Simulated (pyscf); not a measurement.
Thermochemistry of product channels of H₂N–GaH₂ (SMILES [NH2][GaH2]) + HO–SiH₃ (SMILES O[SiH3]) on the singlet surface, in kcal/mol, from ωB97M-D3(BJ)/def2-TZVP energies (ideal gas, 1 atm, RRHO with modes under 100 cm⁻¹ raised to 100, one conformer, R ln 2 for chiral ones without a mode under 150 cm⁻¹). Structures and frequencies: ωB97X-D3(BJ)/def2-SVP in PySCF.

```
products                                                             ΔE  ΔH(298 K)  ΔG(600 K)  ΔG(900 K)
----------------------------------------------------------------  -----  ---------  ---------  ---------
NH₃ (SMILES N) + H₃Si–O–GaH₂ (SMILES [SiH3][O][GaH2])              -7.9       -7.2       -7.1       -6.9
H₂N–GaH–O–SiH₃ (SMILES [NH2][GaH][O][SiH3]) + H₂ (SMILES [H][H])  -13.3      -15.4      -11.6      -10.5
```

These are energies of the channels, which say nothing of barriers. Elements up to Kr have no core potential and no relativistic terms here.
